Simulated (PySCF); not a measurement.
CH2, SMILES [CH2] (connectivity only; charge and spin as stated), neutral, multiplicity 1.

The structure is a stationary point at B3LYP-D3(BJ)/def2-TZVPD. The isomer is the one that the SMILES or the coordinates give; other isomers of the formula were not compared.

Two levels are set side by side: PBE/def2-TZVPD (PySCF) and PBE0/def2-TZVPD (PySCF). Same geometry, gas phase. Differences are taken from unrounded values.

```json
[
 {"quantity": "orbital gap (eV)", "PBE": "0.93"},
 {"quantity": "highest occupied level (eV)", "PBE": "-5.95"},
 {"quantity": "lowest empty level (eV)", "PBE": "-5.02"},
 {"quantity": "dipole moment (D)", "PBE": "1.73"},
 {"quantity": "mean polarisability (bohr³)", "PBE": "17.3"}
]
```

**Question.** These are the PBE values. What does PBE0 give? (An estimate is asked for; the answer gives what the named calculation found.)

**Answer.** 
| quantity | PBE0 | PBE minus PBE0 |
|---|---|---|
| orbital gap (eV) | 3.77 | -2.84 |
| highest occupied level (eV) | -7.33 | 1.38 |
| lowest empty level (eV) | -3.57 | -1.46 |
| dipole moment (D) | 1.78 | -0.06 |
| mean polarisability (bohr³) | 16.5 | 0.8 |

Without exact exchange PBE keeps part of each electron's self-repulsion, which lifts occupied levels and narrows the gap. PBE's more diffuse valence density responds more strongly to a field. Differences between two approximate levels are no errors against the true value.

Rough cost on one machine, each run with all the roots and properties that it gave: PBE0 against PBE within a factor of 2.
